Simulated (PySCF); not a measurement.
**XPS shifts beside NMR shieldings**

Species: C4H4N2.
Structure used (GFN2-xTB), in Å, numbered top down from 1:
```xyz
10
C4H4N2 angstrom
C      1.8335   -0.0559   -0.1919
N      0.7549   -0.6987   -0.2665
C     -0.4836   -0.1125   -0.0219
C     -1.5292   -0.8768    0.3155
C     -0.6319    1.2982   -0.1714
N     -0.7016    2.4350   -0.3007
H      2.7467   -0.5863   -0.4195
H      1.9243    0.9938    0.1000
H     -1.4046   -1.9392    0.4291
H     -2.4996   -0.4530    0.5048
```

Binding energies: PySCF 2.14.0, delta-SCF UKS SCAN, pcX-2 on the ionised atom, pcseg-1 elsewhere, spin-free X2C. Shieldings: GIAO PBE0/pcSseg-1, non-relativistic, same geometry.

```csv
atom,C 1s (eV)
C1,292.06
C3,292.91
C4,290.83
C5,292.33
```

Task: What are the absolute isotropic shieldings of these atoms?

Result: 
```
atom                      environment  C 1s (eV)  isotropic shielding (ppm)
  C4             terminal =CH2 carbon     290.83                       45.7
  C1                     imine carbon     292.06                       25.7
  C5                   nitrile carbon     292.33                       68.8
  C3  vinylic carbon bearing nitrogen     292.91                       50.1
```

Task: Among the listed atoms, is the one with the highest binding energy also the least shielded?

Result: No. The highest binding energy is at C3 (292.91 eV, shielding 50.1 ppm), the lowest shielding at C1 (25.7 ppm, 292.06 eV).

By binding energy: C4 < C1 < C5 < C3. By shielding: C1 < C4 < C3 < C5.

The unrestricted hole states depart most from a pure doublet (⟨S²⟩ = 0.75; over 0.85 named) for C 1s of C1 (0.85) and C 1s of C3 (0.85), which makes these values less certain. One conformer (not necessarily the lowest) at the GFN2-xTB geometry, without solvent, vibrations or thermal averaging.
